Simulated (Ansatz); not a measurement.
# LiF (singlet): the correlation ladder, cc-pVTZ

Aim: climb from Hartree-Fock through coupled cluster for LiF (singlet) at one geometry and basis, and see what each rung misses.

The runs use Ansatz 0.2.0, Gaussian basis; cc-pVTZ, core rule «outside noble gas», up to 2 orbitals frozen.

To be run: UHF; CCSD(T) on RHF; BCCD(T) on RHF; CISD; CCSDT(Q) on RHF; CCSDTQ on RHF.

20 further runs of the same task are left out: 11 for a known fault of the program, 9 set aside as unsound or not needed.

## Step 1: The geometry

The geometry is an MP2(full)/6-31G* stationary point (not a proven minimum).

2 atoms, charge 0, spin multiplicity 1.

Atoms are counted from 1 here; the program's logs count them from 0.

Bond lengths: Li1–F2 1.567 Å.

As a file:

```xyz
2

Li    0.00000    0.00000    0.00000
F     0.00000    0.00000    1.56662
```

## Step 2: UHF

Input file in.yaml:

```yaml
crystal:
  periodic: [false, false, false]
  atoms:
    - {symbol: Li, position_ang: [0.000000, 0.000000, 0.000000]}
    - {symbol: F, position_ang: [0.000000, 0.000000, 1.566620]}
basis:
  gaussian: {orbitals: cc-pVTZ}
magnetization: {spin_polarized: true, initial_magnetization: 0}
hamiltonian: {xc: hf}
output: {orbitals: {seedname: orbitals}}
```

The run is started by

```sh
> ansatz run in.yaml --threads 1 --pin off --events-out ev --progress --plain --max-ram 8192MiB --backend cpu
```

After this run come: CCSD(T) on RHF; BCCD(T) on RHF; CISD; CCSDT(Q) on RHF; CCSDTQ on RHF.

Before running them: what should the planned runs give, taken together? Wanted: RCCSDTQ below the RHF energy; RMP2 from RCCSDTQ; RCCSD from RCCSDTQ; RCCSD(T) from RCCSDTQ; RCCSDT(Q) from RCCSDTQ; T1 diagnostic.

As calculated:

| quantity | value |
| --- | --- |
| RCCSDTQ below the RHF energy | -7.7175 eV |
| RMP2 from RCCSDTQ | +130.1 meV |
| RCCSD from RCCSDTQ | +215.2 meV |
| RCCSD(T) from RCCSDTQ | +6.6 meV |
| RCCSDT(Q) from RCCSDTQ | -1.5 meV |
| levels within 1 kcal/mol (43 meV) | RCCSD(T), BCCD(T), RCCSDT, RCCSDT(Q) |
| T1 diagnostic | 0.016 |

RCCSD(T) misses by +6.6 meV, 0.1 % of the correlation energy. These misses are within one basis, not against nature.
